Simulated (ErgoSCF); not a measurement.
# BH2Cl (SMILES [H]B([H])Cl) at 3 levels

Aim: a comparison of 3 runs (HF/def2-SVP, PBE0/def2-SVP, SVWN5/pcseg-1) of BH2Cl. 

The calculation is run with ErgoSCF 3.8.

## (1) The structure to begin with

The species is BH2Cl (4 atoms), meant as a singlet with charge 0. As SMILES, `[H]B([H])Cl`. The shape is that of a GFN2-xTB optimisation.

Bond lengths: B1–Cl4 1.673 Å, B1–H2 1.172 Å, B1–H3 1.172 Å. Angles: H2–B1–Cl4 119.1°, H3–B1–Cl4 119.0°, H2–B1–H3 121.9°.

## (2) The energy at HF/def2-SVP (run 1)

Input file input.ego:

```
set_nthreads(1)
tmpdir = "."
basis = "def2-SVP"
scf.output_mulliken_pop = 1
scf.max_number_of_iterations = 120
scf.use_diagonalization = 1
molecule_inline
B      0.13097692     0.21622246    -0.00077479
H      2.34343047     0.13364143     0.02936634
H     -0.96778544     2.13839519    -0.03581031
Cl    -1.50664084    -2.48827798     0.00723765
EOF
run "HF"
```

The basis set def2-SVP is read from a file made from the Basis Set Exchange's data (not shown).

On the command line:

```console
$ ergo input.ego
```

Output:

```text
[...]
INSC SCF_general constructor, number of basis functions: 42
[...]
INSC Energy   1 =       -218.13823330138
[...]
INDE E_LUMO =          0.08318952710
[...]
INSC Energy  21 =       -485.20127242235  ( diff     -0.000000000001137 )
[...]
RESC CONVERGED after  21 iterations.
RESC FINAL ENERGY:       -485.20127242235
[...]
INSC SCF: dipole_moment_x [atomic units] =       0.10365494
INSC SCF: dipole_moment_y [atomic units] =       0.17109848
INSC SCF: dipole_moment_z [atomic units] =      -0.00059953
[...]
```

Wall time 5.4 s (1 thread of Arm Neoverse V1, shared host); peak memory 0.26 GiB.

## (3) A single-point energy at PBE0/def2-SVP (run 2)

Input file ergo.in:

```
# single point, BClH2
set_nthreads("env")
molecule_inline Angstrom
B      0.069310     0.114420    -0.000410
H      1.240090     0.070720     0.015540
H     -0.512130     1.131590    -0.018950
Cl    -0.797280    -1.316740     0.003830
EOF
scf.use_diagonalization = 1
XC.angint = 41
basis = "def2-SVP"
scf.max_number_of_iterations = 120
scf.output_mulliken_pop = 1
tmpdir = "."
charge = 0
XC.sparse_mode = 0
XC.radint = 1e-11
run "PBE0"
```

The basis set def2-SVP is read from a file made from the Basis Set Exchange's data (not shown).

On the command line:

```console
$ ergo ergo.in
```

Output:

```text
[...]
INDF Weighted mixed functional:
[...]
INSC Energy   1 =       -223.39464724935
[...]
INDE E_LUMO =         -0.05472921685
[...]
INSC Energy  17 =       -485.90560584011  ( diff     -0.000000000000796 )
[...]
RESC CONVERGED after  17 iterations.
RESC FINAL ENERGY:       -485.90560584011
[...]
INSC SCF: dipole_moment_x [atomic units] =       0.03061557
INSC SCF: dipole_moment_y [atomic units] =       0.05048945
INSC SCF: dipole_moment_z [atomic units] =      -0.00021910
[...]
```

Run time: 6.3 s. Hardware: 1 thread of Arm Neoverse V1, shared host; peak memory 0.26 GiB.

## (4) The energy at SVWN5/pcseg-1 (run 3)

Input file mol.xyz:

```xyz
4
BClH2
B      0.069310     0.114420    -0.000410
H      1.240090     0.070720     0.015540
H     -0.512130     1.131590    -0.018950
Cl    -0.797280    -1.316740     0.003830
```

Input file input.ego:

```
# BClH2
set_nthreads("env")
molecule "mol.xyz"
XC.sparse_mode = 0
scf.max_number_of_iterations = 120
basis = "pcseg-1"
scf.use_diagonalization = 1
scf.output_mulliken_pop = 1
tmpdir = "."
XC.radint = 1e-11
XC.angint = 41
run "SVWN5"
```

The basis set pcseg-1 is read from a file made from the Basis Set Exchange's data (not shown).

On the command line:

```console
$ ergo < input.ego
```

Output:

```text
[...]
INSC SCF_general constructor, number of basis functions: 42
[...]
INSC Energy   1 =       -217.19771292341
[...]
INDE E_LUMO =         -0.10877121679
[...]
INSC Energy  26 =       -484.44760498311  ( diff      0.000000000000682 )
[...]
RESC CONVERGED after  26 iterations.
RESC FINAL ENERGY:       -484.44760498311
[...]
INSC SCF: dipole_moment_x [atomic units] =       0.06118688
INSC SCF: dipole_moment_y [atomic units] =       0.10098816
INSC SCF: dipole_moment_z [atomic units] =      -0.00034675
[...]
```

It took 6.3 s on 1 thread of Arm Neoverse V1, shared host; peak memory 0.26 GiB.

## (5) The series

```csv
run,level,integration grid,radint,energy (Eh),dipole moment (D),wall time
1,HF/def2-SVP,–,–,-485.201272,0.51,5.4 s
2,PBE0/def2-SVP,Turbo,1e-11,-485.905606,0.15,6.3 s
3,SVWN5/pcseg-1,Turbo,1e-11,-484.447605,0.30,6.3 s
```

## (6) What came out

| quantity | value |
| --- | --- |
| run 3: total energy | -484.44760 Eh |
| run 3: dipole moment | 0.30 D |

In words: The dipole moment (its size) runs from 0.15 D (PBE0/def2-SVP) to 0.51 D (HF/def2-SVP). Totals of different functionals can't be ranked against each other. All runs together took 18 s, the longest 6.3 s.
